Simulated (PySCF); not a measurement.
## Magnetic susceptibility: `N#[N+][O-]`, N2O

Geometry:
```tsv
atom	x (Å)	y (Å)	z (Å)
N1	-0.943	0.308	0.030
N2	0.183	0.308	0.032
O3	1.356	0.308	0.034
```

Method used: GIAO B3LYP/aug-pcSseg-1 magnetisability, rotational g tensor and spin-rotation constants, non-relativistic, gas phase (PySCF). Geometry: PBE0-D3(BJ)/def2-SVP.

(1) What are the magnetisability and the molar susceptibility?

(2) Split it along the inertial axes a, b, c into diamagnetic and paramagnetic parts about the centre of mass, with the quadrupole moment.

(3) And the rotational g tensor?

## Answers

(1) Isotropic -338 × 10⁻³⁰ J/T², or -20.4 × 10⁻⁶ cm³/mol; principal values -454, -280, -280 × 10⁻³⁰ J/T², anisotropy 174 × 10⁻³⁰ J/T² (root of half the summed squared differences of the principal values). The susceptibility is in cgs units.

(2) 
```
axis  χ (10⁻⁶ cm³/mol)  diamagnetic (10⁻⁶ cm³/mol)  paramagnetic (10⁻⁶ cm³/mol)  summed x² of all electrons (Å²)  quadrupole Θ (D Å)
   a             -27.4                       -27.4                          0.0                             23.8               -3.77
   b             -16.9                      -114.6                         97.7                              3.2               +1.89
   c             -16.9                      -114.6                         97.7                              3.2               +1.89
```
Anisotropies 2χaa − χbb − χcc = -21.0 and 2χbb − χaa − χcc = +10.5 × 10⁻⁶ cm³/mol. Θ is traceless in Buckingham's convention.

(3) 
| axis | rotational constant (GHz) | g | nuclear part | electronic part |
| --- | --- | --- | --- | --- |
| b | 12.7763 | -0.0829 | 0.5037 | -0.5866 |
| c | 12.7763 | -0.0829 | 0.5037 | -0.5866 |

Linear; isotopes 14N, 16O; no vibrational averaging.
